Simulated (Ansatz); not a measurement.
Zirconium, hcp: convergence with the k-point mesh

Computed with Ansatz, LDA, scalar-relativistic PAW, on the relaxed cell (a = 3.144 Å, c = 5.089 Å (c/a = 1.619); spin not included). Errors count from a run at 420 eV on a Γ-centred 19×19×10 mesh with Fermi-Dirac smearing of 0.1 eV, extrapolated to zero width. Fixed here: cutoff 420 eV, Fermi-Dirac width 0.1 eV. The SCF starts from atomic densities corrected by a trained network.

```json
{"k-mesh": "2×2×1", "E(σ→0) error (meV/atom)": "-360.5", "P (GPa)": "-1.57", "SCF iterations": "6"}
{"k-mesh": "3×3×2", "E(σ→0) error (meV/atom)": "-63.7", "P (GPa)": "-1.39", "SCF iterations": "6"}
{"k-mesh": "4×4×2", "E(σ→0) error (meV/atom)": "37.8", "P (GPa)": "0.24", "SCF iterations": "6"}
{"k-mesh": "6×6×3", "E(σ→0) error (meV/atom)": "33.2", "P (GPa)": "0.30", "SCF iterations": "6"}
{"k-mesh": "7×7×4", "E(σ→0) error (meV/atom)": "4.3", "P (GPa)": "0.09", "SCF iterations": "6"}
{"k-mesh": "9×9×5", "E(σ→0) error (meV/atom)": "-2.5", "P (GPa)": "0.02", "SCF iterations": "6"}
{"k-mesh": "17×17×9", "E(σ→0) error (meV/atom)": "0.1", "P (GPa)": "0.05", "SCF iterations": "6"}
```

Question: What does the run at 12×12×7 give (k-mesh)?

Answer: E(σ→0) error (meV/atom): 1.6; P (GPa): 0.07; SCF iterations: 6.

Within 5 meV/atom of the last row: from 7×7×4 on.
